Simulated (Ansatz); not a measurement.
**C₂F+ (triplet): wave-function methods side by side, def2-TZVPP**

One table from this session's results is given with a row withheld; the runs are named, their logs left out.

Computed with Ansatz 0.2.0, Gaussian basis. Level: def2-TZVPP, core rule «outside noble gas», up to 3 orbitals frozen.

Plan: UHF; ROHF; CCSD(T) on UHF.

**The system**

The geometry is a PBE0/def2-TZVP stationary point (not a proven minimum) of the parent state, kept for this charge and spin.

3 atoms, charge 1, spin multiplicity 3.

Atoms are counted from 1 here; the program's logs count them from 0.

Bond lengths: C1–C2 1.444 Å, C2–F3 1.292 Å. Angles: C1–C2–F3 117.8°.

The first run:

File in.yaml:

```yaml
crystal:
  periodic: [false, false, false]
  atoms:
    - {symbol: C, position_ang: [0.000000, -0.230648, 1.382426]}
    - {symbol: C, position_ang: [0.000000, 0.503978, 0.138719]}
    - {symbol: F, position_ang: [0.000000, -0.172798, -0.961661]}
basis:
  gaussian: {orbitals: def2-TZVPP}
total_charge: 1
magnetization: {spin_polarized: true, initial_magnetization: 2}
hamiltonian: {xc: hf}
output: {orbitals: {seedname: orbitals}}
```

Launch:

```
$ ansatz run in.yaml --threads 1 --pin off --events-out ev --progress --plain --max-ram 4096MiB --backend cpu
```

Steps of the session up to this table: UHF; ROHF; CCSD(T) on UHF.

One of the session's tables, all rows but one given; the rest of the session is left out.

It belongs to the step «Misses and costs». 

```
  method  from UCCSD(T) (kJ/mol)
    ROHF                 +1335.2
     UHF                       ?
    UMP2                  +155.5
   UCCSD                   +58.7
UCCSD(T)                       0
```

Q: Estimate the row for UHF from the others.

As computed: from UCCSD(T) (kJ/mol): +1273.0. In the column «from UCCSD(T) (kJ/mol)» it lies between UMP2 (+155.5) and ROHF (+1335.2).
